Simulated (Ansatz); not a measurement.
Active spaces for CH₃N, singlet

Program: Ansatz, Gaussian basis, development build; NEVPT3, NEVPT4(SD), MRCISD by development code. Basis cc-pVTZ, nonrelativistic, 2 orbitals frozen in the corrections. State-specific CASSCF; RHF is the lowest restricted (open-shell) Hartree–Fock solution met. No symmetry is imposed, so a solution can break that of the shape. The lowest solution met needn't be the lowest there is, nor hold the orbitals that a chemist would pick.

Geometry:

```csv
atom,x (Å),y (Å),z (Å)
C,0.0000,0.0281,0.5921
N,0.0000,-0.1536,-0.6758
H,0.0000,1.0006,1.0943
H,0.0000,-0.8470,1.2401
H,0.0000,0.7531,-1.1566
```

**Question.** What do CASSCF and its corrections give against RHF in CAS(4,3), and what are the occupations?

**Answer.** CASSCF -0.947 eV, SC-NEVPT2 -10.106 eV, FIC-NEVPT2 -10.114 eV, NEVPT3 -10.606 eV, NEVPT4(SD) -10.911 eV, MRCISD -10.009 eV; occupations 2.00, 1.91, 0.09. The MRCI reference weight is 0.912.

**Question.** How do single-reference totals in the same basis and frozen core stand against SC-NEVPT2 in CAS(4,3)?

**Answer.** CCSD(T) -0.955 eV. Coupled cluster stands on the determinant that it favours, which can lie over the RHF solution above, and is in doubt where the occupations are far from 0, 1 and 2.
